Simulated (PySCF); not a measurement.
Basis-set dependence of population analyses: `C=CC(=O)F`

C₃H₃FO.
Geometry (PBE0-D3(BJ)/def2-SVP, Å), atoms numbered from 1 in this order:
```
atom  x, y, z in Å
C1     0.9872    0.7719   -0.0772
C2     0.1410   -0.1013    0.4733
C3    -0.9898   -0.6348   -0.3103
O4    -1.2779   -0.3954   -1.4357
F5    -1.7252   -1.4821    0.4223
H6     0.8450    1.0942   -1.1130
H7     1.8321    1.1794    0.4828
H8     0.2444   -0.4508    1.5032
```

PBE0 throughout (PySCF), one geometry, spherical d and f functions. Isolated species at its PBE0-D3(BJ)/def2-SVP geometry (one conformer only). The first 7 of 8 kinds of atom are listed.

Mulliken charges (e):

```tsv
basis	functions	C1	C2	C3	O4	F5	H6	H7
pcSseg-0	51	-0.343	-0.364	+0.700	-0.445	-0.330	+0.264	+0.252
cc-pVDZ	85	+0.047	-0.168	+0.292	-0.190	-0.167	+0.073	+0.069
aug-cc-pVDZ	142	+0.391	+0.909	+0.737	-0.456	-0.438	-0.327	-0.335
cc-pVTZ	192	-0.194	-0.200	+0.348	-0.236	-0.153	+0.148	+0.139
IGLO-III	205	-0.158	-0.158	+0.573	-0.412	-0.234	+0.141	+0.131
```

IAO charges (e):

```json
{"basis": "pcSseg-0", "functions": "51", "C1": "-0.221", "C2": "-0.220", "C3": "+0.543", "O4": "-0.368", "F5": "-0.250", "H6": "+0.174", "H7": "+0.169"}
{"basis": "cc-pVDZ", "functions": "85", "C1": "-0.229", "C2": "-0.218", "C3": "+0.599", "O4": "-0.390", "F5": "-0.272", "H6": "+0.174", "H7": "+0.167"}
{"basis": "aug-cc-pVDZ", "functions": "142", "C1": "-0.233", "C2": "-0.220", "C3": "+0.612", "O4": "-0.403", "F5": "-0.283", "H6": "+0.180", "H7": "+0.172"}
{"basis": "cc-pVTZ", "functions": "192", "C1": "-0.234", "C2": "-0.222", "C3": "+0.617", "O4": "-0.404", "F5": "-0.282", "H6": "+0.180", "H7": "+0.172"}
{"basis": "IGLO-III", "functions": "205", "C1": "-0.234", "C2": "-0.222", "C3": "+0.616", "O4": "-0.405", "F5": "-0.284", "H6": "+0.181", "H7": "+0.173"}
```

Hirshfeld charges (e):

```csv
basis,functions,C1,C2,C3,O4,F5,H6,H7
pcSseg-0,51,-0.034,-0.059,+0.223,-0.223,-0.087,+0.060,+0.066
cc-pVDZ,85,-0.040,-0.060,+0.216,-0.221,-0.077,+0.061,+0.065
aug-cc-pVDZ,142,-0.044,-0.064,+0.223,-0.228,-0.087,+0.067,+0.070
cc-pVTZ,192,-0.043,-0.061,+0.223,-0.229,-0.084,+0.065,+0.069
IGLO-III,205,-0.043,-0.062,+0.223,-0.229,-0.087,+0.067,+0.070
```

Task: Which scheme is steadiest as the basis changes?

Result: Largest range over the bases for any column: Hirshfeld 0.01 e, IAO 0.07 e, Mulliken 1.27 e. Hirshfeld charges move least and Mulliken charges most, counted in e.

Task: How much do the charges still move between the two largest bases, cc-pVTZ and IGLO-III?

Result: At most, over all atoms: Mulliken 0.225 e, IAO 0.002 e, Hirshfeld 0.004 e.

Task: What do the same runs give for the total energy, the frontier levels and the dipole moment?

Result: 
```
      basis  energy (Eh)  HOMO (eV)  LUMO (eV)  μ (D)
   pcSseg-0    -290.1816      -9.04      -2.08   3.38
    cc-pVDZ    -290.8799      -8.66      -1.80   3.01
aug-cc-pVDZ    -290.9007      -8.84      -2.13   3.26
    cc-pVTZ    -290.9680      -8.80      -2.01   3.17
   IGLO-III    -290.9850      -8.85      -2.13   3.26
```

The dipole is fixed by the density alone, so its range of 0.37 D shows that the density itself changes with the basis, not only its division among atoms.
